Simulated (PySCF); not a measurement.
**Potential energy of NaLi along the bond**

Set-up: basis Na def2-TZVP, Li def2-TZVP; no relativity; PySCF 2.14. Energies in eV from Na + Li in their ground configurations at the same level. All curves are PBE0. state 1: ¹Σ⁺ (singlet), closed shell; state 2: triplet, unpaired electrons σ ↑↑, a second solution, started from another occupation; state 3: ³Π (triplet), unpaired electrons σ ↑, π ↑, a second solution, started from another occupation.

```csv
R (Å),state 1,state 2,state 3
2.516,-0.6065,0.5924,0.8083
2.633,-0.6793,0.4582,0.7570
2.750,-0.7229,0.3494,0.7299
2.838,-0.7396,0.2819,0.7229
2.926,-0.7449,0.2248,0.7255
3.014,-0.7404,0.1768,0.7363
3.131,-0.7220,0.1246,0.7613
3.277,-0.6831,0.0751,0.8061
3.453,-0.6195,0.0335,0.8743
3.687,-0.5166,-0.0004,0.9810
```

**Question.** Put a parabola through the three lowest points of the state 1 curve and estimate Re, k and ωe (reduced mass 5.376 u; 1 eV/Å² = 0.16022 mdyn/Å; ωe = 1302.8·√(k/μ) cm⁻¹).

**Answer.** Through R = 2.838, 2.926, 3.014 Å the second-order coefficient is 0.633 eV/Å², so Re ≈ 2.930 Å, k ≈ 0.203 mdyn/Å and ωe ≈ 253 cm⁻¹. A polynomial fit of higher order to the unrounded PBE0 energies gives Re = 2.927 Å, k = 0.201 mdyn/Å, ωe = 252 cm⁻¹; anharmonicity and rounding make the difference.

The higher-order fit for each curve: state 1: Re = 2.927 Å, ωe = 252 cm⁻¹, De = 0.74 eV; state 3: Re = 2.856 Å, ωe = 247 cm⁻¹, minimum 0.72 eV above the ground-state fragments. State 2 gave no clean fit.

Closed-shell solutions of metal pairs were not tested for spin polarisation, which can lower them a little.
